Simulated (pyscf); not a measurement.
PySCF, gas phase, ωB97X-D3(BJ)/def2-SVP geometries.

Q: `[F][BH][SiH3]` + `[H][H]` -> `[BH2][F]` + `[SiH4]`
Surface: singlet. Broken: B–Si, H–H. Formed: B–H, H–Si. Give ΔE‡ and ΔE from M06-2X/def2-TZVP, relative to the separated reactants.

A: ΔE‡ = 14.9 kcal/mol, ΔE = -11.3 kcal/mol. ωB97M-D3(BJ)/def2-TZVP gives 12.4 kcal/mol and -12.4 kcal/mol. Zero-point energy shifts the barrier by +4.5 kcal/mol. It is a four-centre exchange, with an imaginary mode of 970i cm⁻¹. At the saddle there is also a short B–H contact that neither side keeps. This is the saddle that the search found; another between the same sides may lie lower.
